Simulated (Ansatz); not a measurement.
System: hcp Be. Method: r²SCAN in Ansatz (PAW).

Run with plane-wave cutoff 560 eV, 30×30×16 k mesh (along the axes of the cell as run), Fermi–Dirac smearing 0.05 eV, scalar-relativistic PAW data made under PBE.

The volume scan:

| V (Å³/atom) | E − E_lowest (meV/atom) |
|---|---|
| 7.591 | 5.21 |
| 7.749 | 1.26 |
| 7.907 | 0.00 |
| 8.066 | 1.19 |
| 8.224 | 4.64 |

What bulk modulus B0 and pressure derivative B′ does a third-order Birch–Murnaghan fit give?

V0 = 7.908 Å³/atom, B0 = 124 GPa, B′ = 3.3 (fit to the energies at full precision).

Shape and atoms are relaxed at each volume.

Measured, for comparison: bulk modulus 117 GPa (room temperature, no zero-point or thermal correction, our sources range from 97.2 to 117; as tabulated in arXiv:2410.04971). Computed (rounded) less measured: bulk modulus not scored (sources differ). A static lattice is as a rule a little smaller and stiffer than an uncorrected measurement, which narrows the difference in the bulk modulus and would widen misses of the other sign.

Note: the bulk modulus comes from volumes at which shape and atoms were relaxed.

Computed values are for the static lattice.

Cost on a shared machine: around 4 core-minutes (rough).

Ansatz is a quantum-chemistry and plane-wave program.
